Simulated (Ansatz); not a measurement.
A structure relaxed at r2SCAN-D4/def2-TZVPD in Ansatz, charge -1, singlet:

| atom | x (Å) | y (Å) | z (Å) |
| --- | --- | --- | --- |
| Al1 | -0.209 | 0.921 | -0.775 |
| Al2 | 1.412 | -0.445 | 0.893 |
| Al3 | -1.023 | -1.276 | 0.564 |
| H4 | 0.031 | 0.862 | -2.377 |
| H5 | -0.049 | -0.600 | 1.872 |
| H6 | -0.767 | 2.390 | -0.375 |
| H7 | 0.605 | -1.852 | 0.198 |

Q: Give its formula and point group.

A: the cluster Al3H4⁻. Point group C2v (tolerance 0.1 Å).

Q: Summarise the bond lengths by kind (pairs closer than 1.2 times the sum of covalent radii, bridged metal pairs left out).

A: 2 × Al–Al 2.70 Å; 6 × Al–H 1.62 to 1.77 Å.

The restricted singlet is unstable towards broken spin symmetry in Hartree–Fock (as tested in another run); at r2SCAN-D4/def2-TZVPD this wasn't settled. The highest occupied level of the charge -1 singlet lies above zero (up to 0.03 eV). By energy differences its removal costs 1.88 eV (vertical, to the charge 0 doublet, at r2SCAN-D4/def2-TZVPD); a positive level beside a positive removal energy at the same level points to self-interaction error. The structure comes from a short search, and lower isomers may exist.
